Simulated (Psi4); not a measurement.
# UB3LYP/pcseg-0 (sweep point 1) run of AlNH2Cl (SMILES [NH2][Al][Cl])

What is the vertical electron affinity of AlNH2Cl at UB3LYP/pcseg-0 (sweep point 1)? 

The calculation is run with Psi4 1.11.

## (1) The molecule

AlNH2Cl has 5 atoms, charge 0, and is taken as a doublet. As SMILES, `[NH2][Al][Cl]`. The coordinates come from a PBE0-D4/def2-TZVP relaxation. This is one conformer, not always the lowest.

Bond lengths: N1–Al2 1.765 Å, Al2–Cl3 2.116 Å, N1–H4 1.007 Å, N1–H5 1.009 Å. Angles: N1–Al2–Cl3 116.7°, Al2–N1–H4 124.9°, Al2–N1–H5 124.1°, H4–N1–H5 111.0°.

## (2) A single-point energy at UB3LYP/pcseg-0 (sweep point 1)

Input file input.inp:

```
memory 1600 mb

molecule {
  0 2
  N     -1.03821553     0.87248655    -0.43841646
  Al     0.76080374    -0.55104414     1.98251168
  Cl     3.60370772    -3.11748119     0.83299128
  H     -2.44454971     2.12272936    -0.15779213
  H     -0.78725990     0.53422558    -2.29771799
  units bohr
  symmetry c1
}

set globals {
  basis                pcseg-0
  reference            uks
  puream               true
  scf_type             pk
  dft_radial_points    99
  dft_spherical_points 590
  maxiter              150
}

energy_value, wavefunction = energy('b3lyp', return_wfn=True)
print_variables()
```

On the command line:

```bash
psi4 input.inp input.out -n 1
```

input.out:

```text
[...]
  Running in c1 symmetry.
[...]
  Nuclear repulsion =  119.524169408045751
[...]
  Multiplicity = 2
[...]
  Nalpha       = 20
  Nbeta        = 19
[...]
    Number of basis functions: 39
[...]
   @UKS iter   1:  -757.43667679703401   -1.19358e-01   2.09317e-02 ADIIS/DIIS
[...]
   @UKS iter   9:  -757.71513070359777   -1.82664e-08   7.49403e-07 DIIS
[...]
   @S^2 Observed:                7.513709668E-01
[...]
    Orbital Energies [Eh]
    ---------------------
    Alpha Occupied:
       1A   -101.454531     2A    -56.046095     3A    -14.307744
       4A     -9.312751     5A     -7.205055     6A     -7.197946
       7A     -7.197930     8A     -4.117813     9A     -2.739738
      10A     -2.738582    11A     -2.735843    12A     -0.839734
      13A     -0.794329    14A     -0.495955    15A     -0.455921
      16A     -0.375969    17A     -0.322439    18A     -0.318446
      19A     -0.269855    20A     -0.216062
    Alpha Virtual:
      21A     -0.029767    22A      0.040650    23A      0.045654
      24A      0.135732    25A      0.141195    26A      0.149914
[...]
  @UKS Final Energy:  -757.71513070359777
   => Energetics <=
    Nuclear Repulsion Energy =            119.5241694080457506
    One-Electron Energy =               -1285.1320128975166881
    Two-Electron Energy =                 451.8859247899355864
    DFT Exchange-Correlation Energy =     -43.9932120040624781
    Empirical Dispersion Energy =           0.0000000000000000
    VV10 Nonlocal Energy =                  0.0000000000000000
    Total Energy =                       -757.7151307035977652
[...]
 Multipole Moments:
 ------------------------------------------------------------------------------------
     Multipole            Electronic (a.u.)      Nuclear  (a.u.)        Total (a.u.)
 ------------------------------------------------------------------------------------
 L = 1.  Multiply by 2.5417464519 to convert [e a0] to [Debye]
 Dipole X            :          2.7660555           -3.7462745           -0.9802190
 Dipole Y            :         -2.2622159            3.1189524            0.8567365
 Dipole Z            :          2.5659784           -2.6086102           -0.0426317
 Magnitude           :                                                    1.3025530
[...]
```

It took 5.1 s on 1 thread of Intel Xeon 6975P-C (Granite Rapids), shared host; peak memory 0.45 GiB.

## (3) The singlet anion

Input file job.in:

```
memory 1600 MB

molecule {
  -1 1
  N     -1.03821553     0.87248655    -0.43841646
  Al     0.76080374    -0.55104414     1.98251168
  Cl     3.60370772    -3.11748119     0.83299128
  H     -2.44454971     2.12272936    -0.15779213
  H     -0.78725990     0.53422558    -2.29771799
  units au
  symmetry c1
}

set {
  reference            rks
  puream               true
  scf_type             pk
  dft_radial_points    99
  dft_spherical_points 590
}

energy('b3lyp/pcseg-0')
```

On the command line:

```bash
psi4 job.in job.out -n 1
```

job.out:

```text
[...]
  Running in c1 symmetry.
[...]
  Nuclear repulsion =  119.524169408045751
[...]
  Multiplicity = 1
[...]
  Nalpha       = 20
  Nbeta        = 20
[...]
    Number of basis functions: 39
[...]
   @RKS iter   1:  -757.42162100386872   -1.04302e-01   2.22761e-02 ADIIS/DIIS
[...]
   @RKS iter   9:  -757.74904945878222   -1.46099e-09   2.97075e-07 DIIS
[...]
    Orbital Energies [Eh]
    ---------------------
    Doubly Occupied:
       1A   -101.236018     2A    -55.767769     3A    -14.090918
       4A     -9.095369     5A     -6.985839     6A     -6.981665
       7A     -6.981050     8A     -3.839424     9A     -2.460893
      10A     -2.460670    11A     -2.456378    12A     -0.634464
      13A     -0.579289    14A     -0.294840    15A     -0.232504
      16A     -0.162231    17A     -0.118362    18A     -0.112997
      19A     -0.062028    20A      0.052163
[...]
  @RKS Final Energy:  -757.74904945878222
   => Energetics <=
    Nuclear Repulsion Energy =            119.5241694080457506
    One-Electron Energy =               -1294.0478976475151285
    Two-Electron Energy =                 460.9775104110003667
    DFT Exchange-Correlation Energy =     -44.2028316303130566
    Empirical Dispersion Energy =           0.0000000000000000
    VV10 Nonlocal Energy =                  0.0000000000000000
    Total Energy =                       -757.7490494587821104
[...]
 Multipole Moments:
 ------------------------------------------------------------------------------------
     Multipole            Electronic (a.u.)      Nuclear  (a.u.)        Total (a.u.)
 ------------------------------------------------------------------------------------
 L = 1.  Multiply by 2.5417464519 to convert [e a0] to [Debye]
 Dipole X            :          3.7364138           -3.7462745           -0.0098607
 Dipole Y            :         -3.2156716            3.1189524           -0.0967192
 Dipole Z            :          0.9562436           -2.6086102           -1.6523666
 Magnitude           :                                                    1.6552242
[...]
```

Wall time 3.6 s (1 thread of Intel Xeon 6975P-C (Granite Rapids), shared host); peak memory 0.45 GiB.

## (4) Results

At UB3LYP/pcseg-0 (sweep point 1):

```
                                                            quantity          value
                                       doublet AlNH2Cl: total energy  -757.71513 Eh
                                      doublet AlNH2Cl: dipole moment         3.31 D
                 doublet AlNH2Cl: HOMO energy (highest over α and β)       -5.88 eV
                  doublet AlNH2Cl: LUMO energy (lowest over α and β)       -3.24 eV
                                               doublet AlNH2Cl: ⟨S²⟩          0.751
                                         singlet anion: total energy  -757.74905 Eh
                                          singlet anion: HOMO energy        1.42 eV
                                          singlet anion: LUMO energy        5.37 eV
singlet anion: HOMO–LUMO gap (to an unbound level, set by the basis)        3.95 eV
                   vertical electron affinity (to the singlet anion)       0.923 eV
```

At fixed nuclei the extra electron is bound by 0.92 eV (89.1 kJ/mol). The basis has no diffuse functions, so the error can be as large as this value. The HOMO (singlet anion) lies at positive energy, 1.42 eV; only total energies tell whether the electron is bound.
